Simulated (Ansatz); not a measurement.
Take GaP in the zinc blende structure (space group F-43m, No. 216; a = 5.5064 Å) as the base.

Level of theory: Kohn–Sham DFT with the PBE functional, run in Ansatz (a program for electronic structure) with PAW and 420 eV plane waves, no spin-orbit coupling, earlier PAW set.

It is then changed as follows: every P is replaced by Sb, then cell and atoms are relaxed.

Measured lattice parameter a: GaP 5.439 Å (static lattice; corrected from measurement; as listed in Daniel Mejia-Rodriguez, S. B. Trickey, Phys. Rev. B (2018)); GaSb 6.0959 Å (room temperature; as listed in I. Vurgaftman, J. R. Meyer, L. R. Ram-Mohan, Journal of Applied Physics (2001)).

How well does PBE reproduce the measured shift?

With PBE the lattice parameter a moves by +0.708 Å (5.506 → 6.215) against +0.657 Å measured. The two measured values stand on different bases (one corrected, one not), which blurs small differences.

With Sb present, leaving out spin-orbit coupling can change the band edges. No phonon test of stability was made. The final runs are not spin-polarised.
